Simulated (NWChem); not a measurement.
System: S anion, doublet

Here is an NWChem input.

```
start job
memory heap 200 mb stack 900 mb global 1100 mb
charge -1
geometry units angstroms noautoz
  S      0.000000     0.000000     0.000000
end
basis spherical
  * library def2-tzvpp
end
dft
  odft
  mult 2
  xc pbe0
  iterations 150
  mulliken
end
task dft gradient
```

NWChem printed, in part:

```
             Northwest Computational Chemistry Package (NWChem) 7.3.0
             --------------------------------------------------------

                             Geometry "geometry" -> ""
                             -------------------------

 Output coordinates in angstroms (scale by  1.889725989 to convert to a.u.)

  No.       Tag          Charge          X              Y              Z
 ---- ---------------- ---------- -------------- -------------- --------------
    1 S                   16.0000     0.00000000     0.00000000     0.00000000

 Effective nuclear repulsion energy (a.u.)       0.0000000000

                                 NWChem DFT Module
                                 -----------------

 Summary of "ao basis" -> "ao basis" (spherical)
 ------------------------------------------------------------------------------
       Tag                 Description            Shells   Functions and Types
 ---------------- ------------------------------  ------  ---------------------
 S                         def2-tzvpp               14       42   5s5p3d1f

            General Information
            -------------------
          SCF calculation type: DFT
          Wavefunction type:  spin polarized.
          No. of atoms     :     1
          No. of electrons :    17
           Alpha electrons :     9
            Beta electrons :     8
          Charge           :    -1
          Spin multiplicity:     2
          Use of symmetry is: off; symmetry adaption is: off
          Maximum number of iterations: 150
          AO basis - number of functions:    42
                     number of shells:    14
          Convergence on energy requested:  1.00D-06
          Convergence on density requested:  1.00D-05
          Convergence on gradient requested:  5.00D-04

              XC Information
              --------------
                         PBE0 Method XC Functional
                     Hartree-Fock (Exact) Exchange  0.250
          PerdewBurkeErnzerhof Exchange Functional  0.750
            Perdew 1991 LDA Correlation Functional  1.000 local
           PerdewBurkeErnz. Correlation Functional  1.000 non-local

             Grid Information
             ----------------
          Grid used for XC integration:  medium
          Radial quadrature: Mura-Knowles
          Angular quadrature: Lebedev.
          Tag              B.-S. Rad. Rad. Pts. Rad. Cut. Ang. Pts.
          ---              ---------- --------- --------- ---------
          S                   1.00       88           5.0       590
          Grid pruning is: on
          Number of quadrature shells:    88
          Spatial weights used:  Erf1

      Superposition of Atomic Density Guess
      -------------------------------------

 Sum of atomic energies:        -397.47950134

 Renormalizing density from      16.00 to     17

      Non-variational initial energy
      ------------------------------

 Total energy =    -411.906142
 1-e energy   =    -583.675584
 2-e energy   =     171.769443
 HOMO         =       0.178812
 LUMO         =       0.791626

     ---------------------------------------------
      Total Density - Mulliken Population Analysis
     ---------------------------------------------

    Atom       Charge   Shell Charges
 -----------   ------   -------------------------------------------------------
    1 S   16    17.00   2.01  0.44  1.52  0.72  1.32  3.91  1.88  0.64  1.24  3.32  0.00  0.00  0.00  0.00

     --------------------------------------------
      Spin Density - Mulliken Population Analysis
     --------------------------------------------

    Atom       Charge   Shell Charges
 -----------   ------   -------------------------------------------------------
    1 S   16     1.00   0.00 -0.00 -0.00  0.00 -0.00  0.01 -0.01  0.08  0.25  0.66 -0.00 -0.00  0.00  0.00

   convergence    iter        energy       DeltaE   RMS-Dens  Diis-err
 ---------------- ----- ----------------- --------- --------- ---------
 d= 0,ls=0.0,diis     1   -397.7019513479 -3.98D+02  2.76D-02  1.99D+00
                                                     2.50D-02  1.86D+00
 d= 0,ls=0.0,diis     2   -397.8521678810 -1.50D-01  1.37D-02  7.32D-01
                                                     1.35D-02  6.78D-01
 d= 0,ls=0.0,diis     3   -398.0358446082 -1.84D-01  2.04D-03  4.76D-03
                                                     1.76D-03  3.67D-03
 d= 0,ls=0.0,diis     4   -398.0381195031 -2.27D-03  3.84D-04  2.55D-04
                                                     4.38D-04  2.48D-04
 d= 0,ls=0.0,diis     5   -398.0382765584 -1.57D-04  4.78D-05  1.43D-06
                                                     1.71D-05  8.57D-07
  Resetting Diis
 d= 0,ls=0.0,diis     6   -398.0382777604 -1.20D-06  1.46D-06  2.22D-09
                                                     3.60D-06  9.22D-09
 d= 0,ls=0.0,diis     7   -398.0382777654 -5.00D-09  3.32D-07  5.97D-11
                                                     2.66D-07  4.12D-11

         Total DFT energy =     -398.038277765382
      One electron energy =     -555.113531684317
           Coulomb energy =      182.806501487758
    Exchange-Corr. energy =      -25.731247568822
 Nuclear repulsion energy =        0.000000000000

 Numeric. integr. density =       16.999999878551

                    DFT Final Alpha Molecular Orbital Analysis
                    ------------------------------------------

 Vector    7  Occ=1.000000D+00  E=-2.845372D-02
              MO Center=  2.1D-15,  6.7D-16, -7.7D-15, r^2= 1.6D+00
   Bfn.  Coefficient  Atom+Function         Bfn.  Coefficient  Atom+Function
  ----- ------------  ---------------      ----- ------------  ---------------
    17      0.363584  1 S  pz                20      0.331463  1 S  pz
    15     -0.276283  1 S  px                18     -0.251874  1 S  px
    14      0.175762  1 S  pz                16     -0.175654  1 S  py
    19     -0.160135  1 S  py                 8     -0.141633  1 S  pz
    12     -0.133559  1 S  px                 6      0.107625  1 S  px

 Vector    8  Occ=1.000000D+00  E= 1.941794D-02
              MO Center=  1.4D-14,  7.8D-15,  2.1D-14, r^2= 1.7D+00
   Bfn.  Coefficient  Atom+Function         Bfn.  Coefficient  Atom+Function
  ----- ------------  ---------------      ----- ------------  ---------------
    18      0.374701  1 S  px                15      0.335221  1 S  px
    19     -0.289967  1 S  py                16     -0.259415  1 S  py
    12      0.179620  1 S  px                20      0.144642  1 S  pz
     6     -0.140352  1 S  px                13     -0.139001  1 S  py
    17      0.129403  1 S  pz                 7      0.108613  1 S  py

 Vector    9  Occ=1.000000D+00  E= 1.941794D-02
              MO Center= -5.2D-15,  6.3D-15,  3.6D-15, r^2= 1.7D+00
   Bfn.  Coefficient  Atom+Function         Bfn.  Coefficient  Atom+Function
  ----- ------------  ---------------      ----- ------------  ---------------
    19      0.360127  1 S  py                16      0.322183  1 S  py
    20      0.298265  1 S  pz                17      0.266839  1 S  pz
    13      0.172633  1 S  py                18      0.163552  1 S  px
    15      0.146320  1 S  px                14      0.142979  1 S  pz
     7     -0.134893  1 S  py                 8     -0.111721  1 S  pz

 Vector   10  Occ=0.000000D+00  E= 5.164289D-01
              MO Center= -1.1D-14, -7.0D-15,  1.5D-14, r^2= 3.8D+00
   Bfn.  Coefficient  Atom+Function         Bfn.  Coefficient  Atom+Function
  ----- ------------  ---------------      ----- ------------  ---------------
    20      1.018626  1 S  pz                17     -0.905435  1 S  pz
    18     -0.774041  1 S  px                15      0.688028  1 S  px
    19     -0.492115  1 S  py                16      0.437431  1 S  py
     8      0.122084  1 S  pz                 6     -0.092770  1 S  px
     7     -0.058981  1 S  py

 Vector   11  Occ=0.000000D+00  E= 5.422642D-01
              MO Center= -6.0D-15,  1.6D-15, -3.2D-15, r^2= 3.7D+00
   Bfn.  Coefficient  Atom+Function         Bfn.  Coefficient  Atom+Function
  ----- ------------  ---------------      ----- ------------  ---------------
    18     -1.028930  1 S  px                15      0.943505  1 S  px
    19      0.790073  1 S  py                16     -0.724479  1 S  py
    20     -0.400173  1 S  pz                17      0.366950  1 S  pz
     6     -0.129107  1 S  px                 7      0.099136  1 S  py
     8     -0.050213  1 S  pz

 Vector   12  Occ=0.000000D+00  E= 5.422642D-01
              MO Center= -5.0D-15, -1.5D-14, -1.2D-14, r^2= 3.7D+00
   Bfn.  Coefficient  Atom+Function         Bfn.  Coefficient  Atom+Function
  ----- ------------  ---------------      ----- ------------  ---------------
    19     -0.990596  1 S  py                16      0.908354  1 S  py
    20     -0.815549  1 S  pz                17      0.747839  1 S  pz
    18     -0.443454  1 S  px                15      0.406637  1 S  px
     7     -0.124297  1 S  py                 8     -0.102333  1 S  pz
     6     -0.055643  1 S  px

                     DFT Final Beta Molecular Orbital Analysis
                     -----------------------------------------

 Vector    6  Occ=1.000000D+00  E=-3.380819D-01
              MO Center= -1.4D-14, -1.0D-14,  2.3D-15, r^2= 1.0D+00
   Bfn.  Coefficient  Atom+Function         Bfn.  Coefficient  Atom+Function
  ----- ------------  ---------------      ----- ------------  ---------------
     4      0.646951  1 S  s                  5      0.537102  1 S  s
     3     -0.470739  1 S  s                  2      0.084590  1 S  s
     1      0.082821  1 S  s

 Vector    7  Occ=1.000000D+00  E= 3.182793D-02
              MO Center= -2.1D-15, -4.9D-15,  2.9D-15, r^2= 1.7D+00
   Bfn.  Coefficient  Atom+Function         Bfn.  Coefficient  Atom+Function
  ----- ------------  ---------------      ----- ------------  ---------------
    18      0.401425  1 S  px                15      0.341175  1 S  px
    19     -0.249845  1 S  py                16     -0.212346  1 S  py
    12      0.188528  1 S  px                20      0.184333  1 S  pz
    17      0.156667  1 S  pz                 6     -0.146006  1 S  px
    13     -0.117339  1 S  py                 7      0.090873  1 S  py

 Vector    8  Occ=1.000000D+00  E= 3.182793D-02
              MO Center= -2.6D-15,  3.9D-15,  6.9D-15, r^2= 1.7D+00
   Bfn.  Coefficient  Atom+Function         Bfn.  Coefficient  Atom+Function
  ----- ------------  ---------------      ----- ------------  ---------------
    19      0.402400  1 S  py                16      0.342003  1 S  py
    20      0.285202  1 S  pz                17      0.242397  1 S  pz
    13      0.188986  1 S  py                 7     -0.146361  1 S  py
    14      0.133945  1 S  pz                18      0.119487  1 S  px
     8     -0.103734  1 S  pz                15      0.101553  1 S  px

 Vector    9  Occ=0.000000D+00  E= 1.328439D-01
              MO Center= -1.5D-15, -1.2D-15, -5.7D-15, r^2= 1.9D+00
   Bfn.  Coefficient  Atom+Function         Bfn.  Coefficient  Atom+Function
  ----- ------------  ---------------      ----- ------------  ---------------
    20      0.427469  1 S  pz                18     -0.324828  1 S  px
    17      0.276238  1 S  pz                15     -0.209909  1 S  px
    19     -0.206517  1 S  py                14      0.171113  1 S  pz
    16     -0.133455  1 S  py                 8     -0.130017  1 S  pz
    12     -0.130026  1 S  px                 6      0.098799  1 S  px

 Vector   10  Occ=0.000000D+00  E= 5.484291D-01
              MO Center= -3.7D-15,  6.9D-15,  1.6D-16, r^2= 3.7D+00
   Bfn.  Coefficient  Atom+Function         Bfn.  Coefficient  Atom+Function
  ----- ------------  ---------------      ----- ------------  ---------------
    18     -1.048772  1 S  px                15      0.968790  1 S  px
    19      0.733071  1 S  py                16     -0.677165  1 S  py
    20     -0.442792  1 S  pz                17      0.409023  1 S  pz
     6     -0.133226  1 S  px                 7      0.093122  1 S  py
     8     -0.056248  1 S  pz

 Vector   11  Occ=0.000000D+00  E= 5.484291D-01
              MO Center= -5.7D-15, -1.5D-14, -1.3D-14, r^2= 3.7D+00
   Bfn.  Coefficient  Atom+Function         Bfn.  Coefficient  Atom+Function
  ----- ------------  ---------------      ----- ------------  ---------------
    19     -1.029409  1 S  py                16      0.950904  1 S  py
    20     -0.790481  1 S  pz                17      0.730197  1 S  pz
    18     -0.385795  1 S  px                15      0.356374  1 S  px
     7     -0.130766  1 S  py                 8     -0.100415  1 S  pz
     6     -0.049008  1 S  px

     ---------------------------------------------
      Total Density - Mulliken Population Analysis
     ---------------------------------------------

    Atom       Charge   Shell Charges
 -----------   ------   -------------------------------------------------------
    1 S   16    17.00   2.01  0.47  1.49  1.06  0.97  4.18  1.67  0.94  2.07  2.14  0.00  0.00  0.00  0.00

     --------------------------------------------
      Spin Density - Mulliken Population Analysis
     --------------------------------------------

    Atom       Charge   Shell Charges
 -----------   ------   -------------------------------------------------------
    1 S   16     1.00   0.00  0.00 -0.00  0.01 -0.01  0.03 -0.02  0.15  0.48  0.36  0.00  0.00  0.00  0.00

     -------------------------------------------
      Total Density - Lowdin Population Analysis
     -------------------------------------------

    Atom       Charge   Shell Charges
 -----------   ------   -------------------------------------------------------
    1 S   16    17.00   1.99  0.84  1.14  0.96  1.07  3.91  1.88  1.04  2.10  2.06  0.00  0.00  0.00  0.00

     ------------------------------------------
      Spin Density - Lowdin Population Analysis
     ------------------------------------------

    Atom       Charge   Shell Charges
 -----------   ------   -------------------------------------------------------
    1 S   16     1.00   0.00  0.00 -0.00  0.00 -0.00  0.04 -0.00  0.15  0.45  0.36  0.00  0.00  0.00  0.00

   alpha - beta orbital overlaps
   -----------------------------

   alpha      1      2      3      4      5      6      7      8      9     10
    beta      1      2      3      5      4      6      9      7      8     12
 overlap   1.000  1.000  1.000  0.809  0.809  0.998  0.995  0.992  0.992  0.995

   alpha     11     12     13     14     15     16     17     18     19     20
    beta     10     11     17     16     15     14     13     18     23     22
 overlap   0.998  0.998  0.978  0.887  0.887  1.000  1.000  0.979  0.999  0.884

   alpha     21     22     23     24     25     26     27     28     29     30
    beta     21     20     19     30     29     28     27     26     25     24
 overlap   0.884  1.000  1.000  0.997  0.936  0.936  1.000  1.000  0.964  0.964

   alpha     31     32     33     34     35     36     37     38     39     40
    beta     33     31     32     34     36     35     37     38     39     40
 overlap   0.997  0.998  0.998  1.000  0.799  0.799  0.761  0.761  1.000  0.998

   alpha     41     42
    beta     41     42
 overlap   0.998  1.000

     --------------------------
     Expectation value of S2:
     --------------------------
      <S2> =      0.7543 (Exact =     0.7500)

[...]

                         DFT ENERGY GRADIENTS

    atom               coordinates                        gradient
                 x          y          z           x          y          z
   1 S       0.000000   0.000000   0.000000    0.000000   0.000000  -0.000000
```

Level: PBE0/def2-TZVPP, spin-unrestricted. The open p shell is one determinant without spherical averaging. Sets without diffuse functions describe the anion's extra electron poorly. No stability test was run on the SCF state. The highest occupied level is positive, so the extra electron may be held by the finite basis.
